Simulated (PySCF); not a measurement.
Question: Write Cartesian coordinates for `n1ccccn1` (pyridazine) as optimised with PBE0-D3(BJ)/def2-SVP.

Answer: 
```
atom  x, y, z in Å
C1     0.661    0.834   -0.069
C2    -0.697    0.785    0.188
C3    -1.286   -0.481    0.214
N4    -0.610   -1.607    0.007
N5     0.681   -1.561   -0.238
C6     1.306   -0.387   -0.277
H7     1.213    1.776   -0.110
H8    -1.290    1.685    0.363
H9    -2.355   -0.608    0.410
H10    2.379   -0.436   -0.486
```

Any rigid rotation of these coordinates is as good. Atoms count from 1 in this order. The 6 heavy atoms lie in one plane (0.000 Å rms). The 6-membered ring C1–C2–C3–N4–N5–C6 has internal angles of 116.7° to 123.4°; it is planar, 0.00 Å rms from its mean plane, widest ring torsion 0°.

Bonds between heavy atoms (Å): C1–C2 1.384, C2–C3 1.397, C3–N4 1.329, N4–N5 1.316, N5–C6 1.330, C1–C6 1.397.

Theory: PBE0-D3(BJ)/def2-SVP geometry optimisation, gas phase in PySCF 2.14.0.

Point group: C2v (tolerance 0.08 Å). Stationary, but not proved a minimum.
